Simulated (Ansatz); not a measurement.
The same path of ClH + H5NSi (9 atoms, charge 0, multiplicity 1) was run twice with different band settings. Lost on the way: Si1–N2, Cl8–H9. Made: Si1–Cl8, N2–H9.

Level of theory: RKS B3LYP/def2-SVP (Ansatz 0.2.0).

Relaxed end points:

```xyz
9
Properties=species:S:1:pos:R:3
Si -0.152 0.285 0.076
N 0.090 -0.110 1.783
H -0.750 -0.313 2.326
H 0.673 0.533 2.320
H 1.196 0.424 -0.533
H -0.916 1.551 -0.150
H -0.908 -0.844 -0.528
Cl 1.704 -2.818 1.709
H 1.021 -1.679 1.810
```

```xyz
9
Properties=species:S:1:pos:R:3
Si 0.453 -0.178 -0.496
N -0.232 -0.335 2.528
H -1.143 -0.564 2.930
H 0.163 0.400 3.118
H 0.752 -0.082 -1.956
H 0.577 1.176 0.093
H -0.896 -0.771 -0.337
Cl 1.921 -1.461 0.271
H 0.361 -1.155 2.663
```

Common settings: movable images 7; climbing image yes; optimiser quadratic models (default); start path through a guess of the saddle point; force threshold 0.03 eV/Å; iteration limit 60; end points relaxed.

| run | spring |
| --- | --- |
| 1 | 5.0 eV/Å² |
| 2 | 0.1 eV/Å² |

(1) What does each run give, and how far can it be trusted?

## Answers

(1) Run 1: converged after 18 iterations, highest image 0.445 eV above the first end. A vibrational analysis at the climbing image gives one clearly imaginary mode, 133i cm⁻¹: a first-order saddle point.
Run 2: converged after 14 iterations, highest image 0.445 eV above the first end. Another band between the same ends (7 images) ends at a top of the same energy, where a vibrational analysis finds 1 clearly imaginary mode.
The orbitals stay closed-shell, which can raise the energy where a bond breaks towards radicals; this wasn't checked here.
